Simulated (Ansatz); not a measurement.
Relaxation of AlFH5N (8 atoms, charge 0, multiplicity 1), to a largest force component of 0.03 eV/Å in at most 50 steps.

All numbers below come from RKS PBE-D4/def2-SVP in Ansatz.

```xyz
8
Properties=species:S:1:pos:R:3
Al -0.024 -1.686 0.237
N -0.254 1.475 -0.191
H -0.647 -2.313 -1.085
H -0.530 -1.884 1.733
H 0.722 1.155 -0.201
F 1.507 -0.868 0.050
H -0.437 1.937 -1.089
H -0.339 2.184 0.546
```

Problem. Where does it end, and by what steps?

Solution. It converged. After 8 steps the energy has fallen by 1.035 eV; H8 moved furthest, 0.72 Å. Joined: Al1–N2.

```json
{"step": "0", "energy less start (eV)": "0.0000", "largest force component (eV/Å)": "1.153", "accepted": "yes"}
{"step": "1", "energy less start (eV)": "-0.1908", "largest force component (eV/Å)": "0.927", "accepted": "yes"}
{"step": "2", "energy less start (eV)": "-0.4427", "largest force component (eV/Å)": "1.271", "accepted": "yes"}
{"step": "3", "energy less start (eV)": "-0.7983", "largest force component (eV/Å)": "1.141", "accepted": "yes"}
{"step": "4", "energy less start (eV)": "-0.9303", "largest force component (eV/Å)": "1.153", "accepted": "yes"}
{"step": "5", "energy less start (eV)": "-1.0176", "largest force component (eV/Å)": "0.366", "accepted": "yes"}
{"step": "6", "energy less start (eV)": "-1.0311", "largest force component (eV/Å)": "0.208", "accepted": "yes"}
{"step": "7", "energy less start (eV)": "-1.0298", "largest force component (eV/Å)": "0.474", "accepted": "no"}
{"step": "8", "energy less start (eV)": "-1.0347", "largest force component (eV/Å)": "0.029", "accepted": "yes"}
```

```xyz
8
Properties=species:S:1:pos:R:3
Al 0.023 -1.074 0.153
N -0.127 0.981 -0.135
H -0.723 -1.645 -1.152
H -0.595 -1.244 1.628
H 0.854 1.287 -0.230
F 1.732 -1.062 0.072
H -0.625 1.261 -0.992
H -0.539 1.497 0.655
```

Time of the run: 16 s on 1 thread of AMD EPYC 7R13 Processor (Zen 3), with other jobs on the host, peak memory 0.14 GiB.
